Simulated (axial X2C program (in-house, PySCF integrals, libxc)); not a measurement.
**Spin–orbit effects along a row: molecules with Li (ions), CCSD(T)**

Calculated with an axial X2C code built on PySCF integrals, spin-free (one-electron X2C) or two-component (2c: spin–orbit coupling with atomic mean-field Coulomb and Gaunt terms, which also bring small scalar terms), in Dyall basis sets with cores contracted in-house; open shells are unrestricted.

Basis sets: Al dyall-v3z, Li dyall-cv3z, Mg dyall-cv3z, Na dyall-cv3z, P dyall-v3z, S dyall-av3z. Frozen shells (counts by l): LiNa⁺ Na 1s, Li 1s, 9 electrons correlated; LiMg⁺ Mg 2s1p, Li 1s, 2 electrons correlated; LiAl⁺ Al 2s1p, Li 1s, 3 electrons correlated; LiP⁺ P 2s1p, Li 1s, 5 electrons correlated; LiS⁺ S 2s1p, Li 1s, 6 electrons correlated. Coupled cluster in natural virtuals with an MP2 remainder. Where the outer core of a metal is frozen, bonds come out longer and ionisation energies lower. Frozen cores can differ along the series, which adds to the trend.

```json
{"molecule": "LiNa⁺", "spin-free state": "M_S = 1/2, Λ = 0", "Re (Å)": "3.388", "ωe (cm⁻¹)": "190.3", "De (eV)": "1.01", "2c state": "Ω = 1/2", "Re 2c (Å)": "3.388", "ωe 2c (cm⁻¹)": "190.3", "De 2c (eV)": "1.01"}
{"molecule": "LiMg⁺", "spin-free state": "M_S = 0, Λ = 0", "Re (Å)": "2.936", "ωe (cm⁻¹)": "261.5", "De (eV)": "0.81", "2c state": "Ω = 0", "Re 2c (Å)": "2.936", "ωe 2c (cm⁻¹)": "261.5", "De 2c (eV)": "0.81"}
{"molecule": "LiAl⁺", "spin-free state": "M_S = 1/2, Λ = 0", "Re (Å)": "3.043", "ωe (cm⁻¹)": "234.9", "De (eV)": "1.15", "2c state": "Ω = 1/2", "Re 2c (Å)": "3.044", "ωe 2c (cm⁻¹)": "234.9", "De 2c (eV)": "1.14"}
{"molecule": "LiP⁺", "spin-free state": "?", "Re (Å)": "?", "ωe (cm⁻¹)": "?", "De (eV)": "?", "2c state": "?", "Re 2c (Å)": "?", "ωe 2c (cm⁻¹)": "?", "De 2c (eV)": "?"}
{"molecule": "LiS⁺", "spin-free state": "M_S = 1, Λ = 0", "Re (Å)": "2.501", "ωe (cm⁻¹)": "327.7", "De (eV)": "0.76", "2c state": "Ω = 1", "Re 2c (Å)": "2.502", "ωe 2c (cm⁻¹)": "327.6", "De 2c (eV)": "0.74"}
```

(1) Estimate the 2c Re and ωe of LiP⁺ as the mean of its neighbours in the table.

Fragments in 2c: Na+ + Li, Mg + Li+, Al + Li+, P + Li+, S + Li+. Each entry is the lowest single determinant of a limited PBE0 search at one distance. De goes to single-determinant-based atoms at the same level (for ions the charge split of lowest energy) and is withheld (n/a) where an atom does not fit its ground term or J level. Main or longest-lived isotopes. One determinant is a doubtful description, or other states lie close, for LiP⁺, LiS⁺; these need not be ground states, and all values refer to the states named. Some open-shell Ω = 0 determinants are out of reach, so the Ω given for LiS⁺ need not be the lowest component. With several unpaired electrons the Ω given is that of one determinant, not necessarily of the lowest component.

Answers

(1) Re ≈ 2.773 Å, ωe ≈ 281.2 cm⁻¹. The CCSD(T) runs give the row below, so the estimate misses by 0.082 Å and 40.2 cm⁻¹.

```json
{"molecule": "LiP⁺", "spin-free state": "M_S = 3/2, Λ = 0", "Re (Å)": "2.691", "ωe (cm⁻¹)": "241.0", "De (eV)": "0.37", "2c state": "Ω = 3/2", "Re 2c (Å)": "2.691", "ωe 2c (cm⁻¹)": "241.1", "De 2c (eV)": "0.37"}
```
